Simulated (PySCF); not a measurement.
# CH6Si: core ionisation energies

Compound: SiMeH3, CH6Si.
Geometry (PBE0-D3(BJ)/def2-SVP, Å), atoms numbered from 1 in this order:
```
atom  x, y, z in Å
Si1   -0.002    0.003   -0.888
C2     0.002   -0.004    0.992
H3    -1.025    0.042    1.385
H4     0.558    0.861    1.385
H5     0.476   -0.919    1.379
H6     1.396   -0.028   -1.420
H7    -0.674    1.233   -1.412
H8    -0.731   -1.190   -1.421
```

Method: delta-SCF UKS SCAN, pcX-2 on the ionised atom, pcseg-1 elsewhere, spin-free X2C in PySCF. Each binding energy is the total energy of the core-ionised species, with the hole localised on one atom, minus that of the ground state; both are solved self-consistently, so orbital relaxation is included.

Problem. Give the core binding energies atom by atom.

Solution. 
| atom(s) | bonded to | level | binding energy (eV) | 2p1/2 (eV) | count |
| --- | --- | --- | --- | --- | --- |
| Si1 | C and 3 H | Si 2p3/2 | 106.70 | 107.32 | 1 |
| Si1 | C and 3 H | Si 1s | 1846.47 | – | 1 |
| C2 | 3 H and Si | C 1s | 290.43 | – | 1 |

Problem. Which effective nuclear charge Zeff reproduces each element's mean 1s value in the hydrogen-like formula E = 13.606 eV × Zeff²?

Solution. C (Z = 6): mean 290.4 eV, Zeff = 4.62, Z − Zeff = 1.38; Si (Z = 14): mean 1846.5 eV, Zeff = 11.65, Z − Zeff = 2.35. Means run over the listed sites, weighted by atom count.

Problem. What is the longest wavelength that can ionise Si 1s of Si1 vertically?

Solution. λ = hc/E = 12398.42 eV Å / 1846.47 eV = 6.715 Å.

Spin–orbit and ligand-field terms were added within each 2p shell after the spin-free SCF. 2p1/2 minus 2p3/2 (ligand field included): Si 0.62 eV. Isolated species at its PBE0-D3(BJ)/def2-SVP geometry, gas phase.

On one thread, Arm Neoverse V1, shared host, this took 6.0 s of wall time.
